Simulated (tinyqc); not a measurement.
Geometry optimisation on the UHF/sto-6g surface (energies and gradients from PySCF), for OH+, spin multiplicity 3, step by step. One step of it, computed by the program tinyqc.

Task: Step 3: move. Quasi-Newton step p = -H^(-1) g (the inverse Hessian comes from BFGS updates; coordinates in the order x, y, z of each atom); steps longer than 0.1 bohr are cut back.

positions after step 2 (bohr), order 1O, 2H:
```
[[0.000000, 0.000000, -0.141421],
 [0.000000, 0.000000, 1.768476]]
```

gradient (hartree/bohr), order 1O, 2H:
```
[[0.00000000, 0.00000000, 0.07188023],
 [0.00000000, 0.00000000, -0.07188023]]
```

inverse Hessian in use (bohr^2/hartree):
```
[[6.666667, 0.000000, 0.000000, 0.000000, 0.000000, 0.000000],
 [0.000000, 6.666667, 0.000000, 0.000000, 0.000000, 0.000000],
 [0.000000, 0.000000, 3.652462, 0.000000, 0.000000, 3.014205],
 [0.000000, 0.000000, 0.000000, 6.666667, 0.000000, 0.000000],
 [0.000000, 0.000000, 0.000000, 0.000000, 6.666667, 0.000000],
 [0.000000, 0.000000, 3.014205, 0.000000, 0.000000, 3.652462]]
```

Give: positions after step 3.

Result:

positions after step 3 (bohr), order 1O, 2H:
```
[[0.0000, 0.0000, -0.1873],
 [0.0000, 0.0000, 1.8144]]
```
